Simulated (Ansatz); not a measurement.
# Ge2Sb: from a trial structure to a relaxed crystal

These are results of Ansatz, DFT PBE, scalar-relativistic, plane waves, PAW, not measurements. Cutoff 420 eV, Γ-centred k mesh, Gaussian smearing, no spin polarisation in the final step.

The start puts Ge2Sb on the sites of a reported Ti2Pd cell (I4/mmm, No. 139), with Sb in place of Pd, Ge in place of Ti, at a guessed volume.

```yaml
crystal:
  lattice:
    - [-1.74682, 1.74682, 5.68368]
    - [1.74682, -1.74682, 5.68368]
    - [1.74682, 1.74682, -5.68368]
  atoms:
    - { symbol: Ge, position: [0.34000, 0.34000, 0.00000] }
    - { symbol: Ge, position: [0.66000, 0.66000, 0.00000] }
    - { symbol: Sb, position: [0.00000, 0.00000, 0.00000] }
```

Cell and atoms relax at zero pressure; the relaxation can't lower the symmetry of the start.

Energies over the elements count from the elements' standard structures at the same level, with no empirical corrections.

(1) What does it relax into?

(2) What are its volume, energy, density and gap?

## Answers

(1) It keeps I4/mmm (No. 139). The result has the MoSi2 (C11b) structure. Conventional cell: a = 3.483 Å, c = 10.835 Å. Ge has 4 Ge at 2.83 Å, 4 Sb at 3.18 Å, 1 Sb at 3.41 Å and 4 Ge at 3.48 Å; Sb has 8 Ge at 3.18 Å, 2 Ge at 3.41 Å and 4 Sb at 3.48 Å.

```
Ge Sb
1.0
    -1.74150    1.74150    5.41740
     1.74150   -1.74150    5.41740
     1.74150    1.74150   -5.41740
Ge Sb
2 1
Direct
  0.31458 0.31458 0.00000
  0.68542 0.68542 0.00000
  0.00000 0.00000 0.00000
```

(2) The volume per atom is 21.91 Å³, the density is 6.75 g/cm³ and the energy over the elements is 0.30 eV/atom. The gap on the 18×18×18 mesh is 0 eV (a metal).

The final run used a 18×18×18 mesh on its 3-atom cell and 0.10 eV smearing. For metals, differences of a few meV/atom aren't resolved. Spin–orbit coupling is left out. Symmetry constrained the relaxation, so the result can be a saddle point.

Cost: 2 runs of about 5.1 core-minutes in all, on Arm Neoverse V2 (shared hosts).